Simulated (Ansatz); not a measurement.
# H3NF radical: geometry and frequencies at several levels

Wanted for H3NF radical: geometry and frequencies at several levels. Spin multiplicity 2.

Computed with Ansatz 0.2.0 (the levels named in each step, unless a step's input says otherwise).

### 1 The structure to begin with

Bond lengths: F1–H3 0.933 Å, N2–H4 1.013 Å, N2–H5 1.012 Å. Angles: H4–N2–H5 110.6°.

Structure file:

```xyz
5

F    -0.0098   -0.1482   -1.4080
N     0.0197    0.1759    1.8172
H     0.4561   -0.8433   -1.8201
H    -0.1465    0.2235    0.8196
H    -0.3994    0.9688    2.2864
```

### 2 A rough first relaxation, PBE-D4/def2-SVP

Contents of input.yaml:

```yaml
crystal:
  periodic: [false, false, false]
  atoms:
    - { symbol: F, position_ang: [-0.00978, -0.1482, -1.40797] }
    - { symbol: "N", position_ang: [0.01973, 0.1759, 1.81721] }
    - { symbol: H, position_ang: [0.45607, -0.84325, -1.82015] }
    - { symbol: H, position_ang: [-0.14654, 0.22351, 0.81957] }
    - { symbol: H, position_ang: [-0.39939, 0.9688, 2.28645] }
magnetization:
  spin_polarized: true
  initial_magnetization: 1
basis:
  gaussian: { orbitals: def2-SVP }
hamiltonian:
  xc: pbe
  dispersion: d4
relax:
  f_tol: 0.03
  max_steps: 200
```

Run with:

```sh
$ ansatz run input.yaml --threads 2 --pin off --max-ram 5120MiB --backend cpu --events-out ev --progress --plain --runs-dir out
```

Further steps of the session: Relaxation, HF/STO-3G; Frequencies, HF/STO-3G; Relaxation, HF/6-31G*; Frequencies, HF/6-31G*; Relaxation, LDA/def2-SVP; Frequencies, LDA/def2-SVP; Relaxation, PBE-D4/def2-SVP; Frequencies, PBE-D4/def2-SVP; Relaxation, PBE0-D4/def2-TZVPP; Relaxation, MP2/def2-TZVPP; Frequencies, MP2/def2-TZVPP.

What does the calculation give? Wanted: F1–H3 at MP2/def2-TZVPP; N2–H4 at MP2/def2-TZVPP; frequencies at MP2/def2-TZVPP.

As calculated:

| quantity | value |
| --- | --- |
| F1–H3 at MP2/def2-TZVPP | 0.939 Å |
| N2–H4 at MP2/def2-TZVPP | 1.018 Å |
| frequencies at MP2/def2-TZVPP | 210 to 3689 cm⁻¹ |

**Reading.** The F–H distance spreads over 0.120 Å, from HF/6-31G* (shortest) to LDA/def2-SVP. No mode is imaginary, so the geometry is a minimum.
